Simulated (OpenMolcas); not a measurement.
**AlC⁻ at 1.902 Å: OpenMolcas input and output**

Input (each module block was a call of its own in one work directory; start orbitals came from a preliminary run):

```
&GATEWAY
Coord
2
angstrom
Al 0.0 0.0 0.0
C 0.0 0.0 1.9020
Basis=ANO-RCC-VTZP
Group=XY
RX2C
AMFI
ANGMom
0.0 0.0 0.0
RICD
&SEWARD
&GUESSORB
&RASSCF
FileOrb=$CurrDir/o32.orb
Symmetry=2
Spin=3
nActEl=8 0 0
Inactive=4 2
RAS2=4 4
CIRoot=6 6 1
Linear
Iterations=120 100
OrbListing=Nothing
PRWF=0.15
>>COPY $Project.RasOrb $CurrDir/o32.orb
>>COPY $Project.rasscf.h5 $CurrDir/r32.h5
&CASPT2
XMultistate=all
Imaginary=0.2
IPEA=0.25
MaxIter=40
>>COPY $Project.JobMix JOB001
&RASSCF
FileOrb=$CurrDir/o11.orb
Symmetry=1
Spin=1
nActEl=8 0 0
Inactive=4 2
RAS2=4 4
CIRoot=5 5 1
Linear
Iterations=120 100
OrbListing=Nothing
PRWF=0.15
>>COPY $Project.RasOrb $CurrDir/o11.orb
>>COPY $Project.rasscf.h5 $CurrDir/r11.h5
&CASPT2
XMultistate=all
Imaginary=0.2
IPEA=0.25
MaxIter=40
>>COPY $Project.JobMix JOB002
```

```bash
pymolcas m.inp
```

RASSCF and CASPT2 output of these blocks, in excerpt:

```
++    Wave function specifications:
      Number of closed shell electrons          12
      Number of electrons in active shells       8
      Number of inactive orbitals                6
      Number of active orbitals                  8
      Number of secondary orbitals              50
      Spin quantum number                      1.0
      State symmetry                             2
++    Orbital specifications:
      Symmetry species                           1   2
                                                 a   b
      Frozen orbitals                            0   0
      Inactive orbitals                          4   2
      Active orbitals                            4   4
      RAS2 orbitals                              4   4
      Secondary orbitals                        26  24
      Number of basis functions                 34  30
      printout of CI-coefficients larger than  0.15 for root  1
      energy=    -280.158764
      conf/sym  1111 2222     Coeff  Weight
           418  02u2 002u   0.18651 0.03479
           485  0u22 020u  -0.18347 0.03366
           490  0u22 002u   0.88421 0.78182
      printout of CI-coefficients larger than  0.15 for root  2
      energy=    -280.158764
      conf/sym  1111 2222     Coeff  Weight
           424  02u2 00u2   0.18651 0.03479
           475  0u22 20u0   0.18347 0.03366
           496  0u22 00u2   0.88421 0.78182
      printout of CI-coefficients larger than  0.15 for root  3
      energy=    -280.080275
      conf/sym  1111 2222     Coeff  Weight
           413  02u2 020u   0.15657 0.02452
           418  02u2 002u  -0.60658 0.36794
           480  0u22 u020   0.43022 0.18509
           487  0u22 0duu   0.35635 0.12699
           489  0u22 0udu  -0.26554 0.07051
           490  0u22 002u   0.22652 0.05131
           493  0u22 0uud  -0.20193 0.04078
      printout of CI-coefficients larger than  0.15 for root  4
      energy=    -280.080275
      conf/sym  1111 2222     Coeff  Weight
           403  02u2 20u0   0.15657 0.02452
           424  02u2 00u2   0.60658 0.36794
           486  0u22 d0uu  -0.35635 0.12699
           492  0u22 u0ud  -0.31766 0.10091
           495  0u22 0u02   0.43022 0.18509
           496  0u22 00u2  -0.22652 0.05131
      printout of CI-coefficients larger than  0.15 for root  5
      energy=    -280.047218
      conf/sym  1111 2222     Coeff  Weight
           424  02u2 00u2  -0.33661 0.11330
           488  0u22 u0du  -0.79446 0.63117
           492  0u22 u0ud   0.15731 0.02475
           495  0u22 0u02   0.34125 0.11645
      printout of CI-coefficients larger than  0.15 for root  6
      energy=    -280.047217
      conf/sym  1111 2222     Coeff  Weight
           418  02u2 002u   0.33661 0.11330
           480  0u22 u020   0.34125 0.11645
           489  0u22 0udu   0.41314 0.17068
           493  0u22 0uud  -0.69659 0.48523
      Natural orbitals and occupation numbers for root  1
      sym 1:   0.029029   1.021799   1.915142   1.982906
      sym 2:   0.071844   0.169409   1.839875   0.969996
      Natural orbitals and occupation numbers for root  2
      sym 1:   0.029029   1.021799   1.915142   1.982906
      sym 2:   0.169409   0.071844   0.969996   1.839875
      Natural orbitals and occupation numbers for root  3
      sym 1:   0.041179   1.275235   1.667976   1.972918
      sym 2:   0.242648   0.394064   1.606911   0.799071
      Natural orbitals and occupation numbers for root  4
      sym 1:   0.041179   1.275235   1.667976   1.972917
      sym 2:   0.394064   0.242647   0.799071   1.606910
      Natural orbitals and occupation numbers for root  5
      sym 1:   0.043740   1.119404   1.819876   1.979443
      sym 2:   0.734677   0.186319   0.873720   1.242821
      Natural orbitals and occupation numbers for root  6
      sym 1:   0.043740   1.119404   1.819876   1.979443
      sym 2:   0.186319   0.734677   1.242821   0.873720
      RASSCF energy for state  6                   -280.04721750
::    RASSCF root number  1 Total energy:   -280.15876412
::    RASSCF root number  2 Total energy:   -280.15876412
::    RASSCF root number  3 Total energy:   -280.08027504
::    RASSCF root number  4 Total energy:   -280.08027504
::    RASSCF root number  5 Total energy:   -280.04721751
::    RASSCF root number  6 Total energy:   -280.04721750
      Von Neumann Entropy (Root   1) =  1.74693
++    Wave function specifications:
      Number of closed shell electrons           6
      Number of electrons in active shells       8
      Number of inactive orbitals                3
      Number of active orbitals                  8
      Number of secondary orbitals              50
      Spin quantum number                      1.0
      State symmetry                             2
      Number of CSFs                          1184
      Number of CASSCF root(s) available         6
      CASPT2 state passed to geometry opt.       6
      A file JOBMIX will be created
      This is a MULTI-STATE CASSCF reference
      Number of CI roots used                    6
      These are:                                 1   2   3   4   5   6
      Off-diagonal elements of Heff are computed
  FINAL CASPT2 RESULT:
      Reference energy:        -280.1587641207
      E2 (Non-variational):      -0.3102084905
      Shift correction:          -0.0020749581
      E2 (Variational):          -0.3122834486
      Total energy:            -280.4710475694
      Reference weight:           0.92292
  FINAL CASPT2 RESULT:
      Reference energy:        -280.1587641157
      E2 (Non-variational):      -0.3102084965
      Shift correction:          -0.0020749583
      E2 (Variational):          -0.3122834549
      Total energy:            -280.4710475706
      Reference weight:           0.92292
  FINAL CASPT2 RESULT:
      Reference energy:        -280.0802750440
      E2 (Non-variational):      -0.3096584923
      Shift correction:          -0.0024095219
      E2 (Variational):          -0.3120680142
      Total energy:            -280.3923430582
      Reference weight:           0.92115
  FINAL CASPT2 RESULT:
      Reference energy:        -280.0802750416
      E2 (Non-variational):      -0.3096584650
      Shift correction:          -0.0024095207
      E2 (Variational):          -0.3120679857
      Total energy:            -280.3923430273
      Reference weight:           0.92115
  FINAL CASPT2 RESULT:
      Reference energy:        -280.0472175087
      E2 (Non-variational):      -0.3115055356
      Shift correction:          -0.0025238521
      E2 (Variational):          -0.3140293878
      Total energy:            -280.3612468964
      Reference weight:           0.91992
  FINAL CASPT2 RESULT:
      Reference energy:        -280.0472174972
      E2 (Non-variational):      -0.3115055098
      Shift correction:          -0.0025238503
      E2 (Variational):          -0.3140293601
      Total energy:            -280.3612468573
      Reference weight:           0.91992
       Total XMS-CASPT2 energies:
::    XMS-CASPT2 Root  1     Total energy:   -280.47144860
::    XMS-CASPT2 Root  2     Total energy:   -280.47144860
::    XMS-CASPT2 Root  3     Total energy:   -280.38553578
::    XMS-CASPT2 Root  4     Total energy:   -280.38553577
::    XMS-CASPT2 Root  5     Total energy:   -280.36765312
::    XMS-CASPT2 Root  6     Total energy:   -280.36765311
++    Wave function specifications:
      Number of closed shell electrons          12
      Number of electrons in active shells       8
      Number of inactive orbitals                6
      Number of active orbitals                  8
      Number of secondary orbitals              50
      Spin quantum number                      0.0
      State symmetry                             1
      printout of CI-coefficients larger than  0.15 for root  1
      energy=    -280.143462
      conf/sym  1111 2222     Coeff  Weight
           477  0202 0022   0.20584 0.04237
           521  0022 2020   0.16996 0.02889
           527  0022 udud  -0.16162 0.02612
           534  0022 0202   0.16996 0.02889
           537  0022 0022  -0.83542 0.69793
           758  0uu2 d02d  -0.16460 0.02709
           762  0uu2 0dd2   0.16460 0.02709
      printout of CI-coefficients larger than  0.15 for root  2
      energy=    -280.115187
      conf/sym  1111 2222     Coeff  Weight
            93  0222 ud00  -0.20180 0.04072
           100  0222 00ud   0.94599 0.89490
      printout of CI-coefficients larger than  0.15 for root  3
      energy=    -280.115187
      conf/sym  1111 2222     Coeff  Weight
            97  0222 0020   0.66890 0.44743
           101  0222 0002  -0.66894 0.44747
      printout of CI-coefficients larger than  0.15 for root  4
      energy=    -280.105659
      conf/sym  1111 2222     Coeff  Weight
            92  0222 2000   0.15421 0.02378
            94  0222 0200   0.15421 0.02378
            97  0222 0020  -0.64332 0.41386
           101  0222 0002  -0.64328 0.41381
           477  0202 0022   0.19385 0.03758
      printout of CI-coefficients larger than  0.15 for root  5
      energy=    -280.028216
      conf/sym  1111 2222     Coeff  Weight
            95  0222 u0d0   0.66874 0.44722
            99  0222 0u0d  -0.66873 0.44720
      Natural orbitals and occupation numbers for root  1
      sym 1:   0.015637   0.291384   1.750818   1.979649
      sym 2:   0.192098   0.192094   1.789161   1.789160
      Natural orbitals and occupation numbers for root  2
      sym 1:   0.030262   1.941669   1.968955   1.974244
      sym 2:   0.082222   0.082222   0.960213   0.960213
      Natural orbitals and occupation numbers for root  3
      sym 1:   0.030262   1.941671   1.968954   1.974245
      sym 2:   0.082224   0.082218   0.960167   0.960258
      Natural orbitals and occupation numbers for root  4
      sym 1:   0.030547   1.921132   1.882623   1.955894
      sym 2:   0.095356   0.095358   1.009593   1.009497
      Natural orbitals and occupation numbers for root  5
      sym 1:   0.021906   1.871331   1.948732   1.971039
      sym 2:   0.525851   0.525818   0.567667   0.567658
      RASSCF energy for state  5                   -280.02821579
::    RASSCF root number  1 Total energy:   -280.14346172
::    RASSCF root number  2 Total energy:   -280.11518713
::    RASSCF root number  3 Total energy:   -280.11518712
::    RASSCF root number  4 Total energy:   -280.10565937
::    RASSCF root number  5 Total energy:   -280.02821579
      Von Neumann Entropy (Root   1) =  1.57911
++    Wave function specifications:
      Number of closed shell electrons           6
      Number of electrons in active shells       8
      Number of inactive orbitals                3
      Number of active orbitals                  8
      Number of secondary orbitals              50
      Spin quantum number                      0.0
      State symmetry                             1
      Number of CSFs                           900
      Number of CASSCF root(s) available         5
      CASPT2 state passed to geometry opt.       5
      A file JOBMIX will be created
      This is a MULTI-STATE CASSCF reference
      Number of CI roots used                    5
      These are:                                 1   2   3   4   5
      Off-diagonal elements of Heff are computed
  FINAL CASPT2 RESULT:
      Reference energy:        -280.1434617204
      E2 (Non-variational):      -0.3097944215
      Shift correction:          -0.0028007940
      E2 (Variational):          -0.3125952155
      Total energy:            -280.4560569359
      Reference weight:           0.91482
  FINAL CASPT2 RESULT:
      Reference energy:        -280.1151871250
      E2 (Non-variational):      -0.3112908269
      Shift correction:          -0.0021076223
      E2 (Variational):          -0.3133984492
      Total energy:            -280.4285855742
      Reference weight:           0.92238
  FINAL CASPT2 RESULT:
      Reference energy:        -280.1151871247
      E2 (Non-variational):      -0.3115925099
      Shift correction:          -0.0021145454
      E2 (Variational):          -0.3137070553
      Total energy:            -280.4288941800
      Reference weight:           0.92216
  FINAL CASPT2 RESULT:
      Reference energy:        -280.1056593747
      E2 (Non-variational):      -0.3079872538
      Shift correction:          -0.0019793841
      E2 (Variational):          -0.3099666379
      Total energy:            -280.4156260127
      Reference weight:           0.92471
  FINAL CASPT2 RESULT:
      Reference energy:        -280.0282157935
      E2 (Non-variational):      -0.3136102784
      Shift correction:          -0.0032229322
      E2 (Variational):          -0.3168332106
      Total energy:            -280.3450490041
      Reference weight:           0.91536
       Total XMS-CASPT2 energies:
::    XMS-CASPT2 Root  1     Total energy:   -280.45853987
::    XMS-CASPT2 Root  2     Total energy:   -280.42889418
::    XMS-CASPT2 Root  3     Total energy:   -280.42858557
::    XMS-CASPT2 Root  4     Total energy:   -280.41314308
::    XMS-CASPT2 Root  5     Total energy:   -280.34504900
```

Only roots inside an energy window near the equilibrium distance were included, so the list of states is not complete; labels number the states computed. Each spin and symmetry block has orbitals of its own, averaged over its own roots, so gaps between blocks are less sure than gaps within one and near the minimum can be off by tenths of an eV, in bad cases by more. No Rydberg orbitals are active, so Rydberg states, and σ→σ* states whose orbital the CASSCF left unused, can be missing between those listed. CASPT2 splits the two components of degenerate states numerically, here by up to 68 cm⁻¹. For an anion, states above the electron-detachment threshold (often below 1 to 3 eV) are held by the basis set and are not bound levels.
